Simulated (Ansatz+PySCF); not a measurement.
Two shapes of singlet CH₃(+).

Shape 1:

```xyz
4

C     0.0000    0.0000    0.0000
H     1.1041    0.0000    0.0000
H    -0.5520    0.9562    0.0000
H    -0.5520   -0.9562    0.0000
```

Shape 2:

```xyz
4

C     0.0000    0.0000    0.0000
H     1.1924    0.0000    0.0000
H    -0.5962    1.0326    0.0000
H    -0.5962   -1.0326    0.0000
```

Basis set: def2-SVP (spherical functions). Correlated methods keep 1 orbital frozen. Charge 1, multiplicity 1.

Computed with Ansatz (development build ahead of 0.2.0); each method stands on the lowest determinant of its kind that the runs found.

Q: Which shape is lower in energy, and by how much in each method?

A:

| method | E(2) − E(1) (eV) |
| --- | --- |
| UHF | 0.498 |
| UHF-MP2 | 0.410 |
| RHF-CCSD | 0.381 |
| RHF-CCSD(T) | 0.372 |
| UHF-CCSD(T) | 0.372 |

Shape 1 is lower.
